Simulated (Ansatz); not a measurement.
```yaml
crystal:
  periodic: [false, false, false]
  atoms:
    - {symbol: Al, position_ang: [-1.674728, -0.124215, -0.002911]}
    - {symbol: Br, position_ang: [0.596864, 0.026504, 0.001001]}
    - {symbol: H, position_ang: [-2.485385, 1.223986, -0.001395]}
basis:
  gaussian: {orbitals: def2-TZVP}
magnetization: {spin_polarized: true, initial_magnetization: 1}
hamiltonian: {xc: pbe0}
relax: {f_tol: 0.004, max_steps: 80}
```

```sh
$ ansatz run in.yaml --threads 1 --pin off --events-out ev --progress --plain --max-ram 2176MiB
```

Steps of the relaxation (energy above the last step; positions in Å, forces in eV/Å):

```
3
step 1, 6.2 meV
Al   -1.675   -0.124   -0.003    0.177   -0.369    0.000
Br    0.597    0.027    0.001   -0.021    0.028    0.000
H    -2.485    1.224   -0.001   -0.157    0.341    0.000
```

```
3
step 2, 0.3 meV
Al   -1.678   -0.145   -0.003    0.050   -0.068    0.000
Br    0.591    0.035    0.001   -0.001   -0.005    0.000
H    -2.477    1.236   -0.001   -0.049    0.072    0.000
```

```
3
step 3, 0.0 meV
Al   -1.675   -0.145   -0.003    0.002   -0.001    0.000
Br    0.594    0.033    0.001   -0.002    0.000    0.000
H    -2.483    1.239   -0.001    0.000    0.001    0.000
```

Close pairs at the end: Al1–H3 1.603 Å, Al1–Br2 2.276 Å.

A stationary point of unrestricted PBE0 after 3 steps, with ⟨S²⟩ = 0.753 against 0.75 for a pure state; no frequencies were run, so it isn't proven a minimum. 18 s on 1 thread of Arm Neoverse V2, shared host.
